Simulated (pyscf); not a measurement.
HS–GeH: (SMILES [SH][GeH]) [singlet] + H₂ (SMILES [H][H]) + H₂ (SMILES [H][H]) -> HS–GeH₃ (SMILES [SH][GeH3]) + H₂ (SMILES [H][H]) (multi-bond step; singlet surface; H–H, H–H broken, Ge–H, Ge–H, H–H formed). Optimised with ωB97X-D3(BJ)/def2-SVP in PySCF. Energies in kJ/mol from the separated reactants.

```tsv
level	barrier	reaction energy
PBE/def2-TZVP	120.4	-90.5
r²SCAN/def2-TZVP	127.4	-109.1
PBE0-D3(BJ)/def2-TZVP	131.0	-112.7
M06-2X/def2-TZVP	180.3	-100.9
ωB97M-D3(BJ)/def2-TZVP	(withheld)	-101.3
HF/def2-TZVP	(withheld)	(withheld)
```

**Question.** What belongs in the gaps?

**Answer.** 
- ωB97M-D3(BJ)/def2-TZVP, barrier: 168.4
- HF/def2-TZVP, barrier: 267.7
- HF/def2-TZVP, reaction energy: -117.4

The functionals in the table span 60.0 kJ/mol in this barrier, from PBE to M06-2X. This is the saddle that the search found; another between the same sides may lie lower. Elements up to Kr have no core potential and no relativistic terms here.
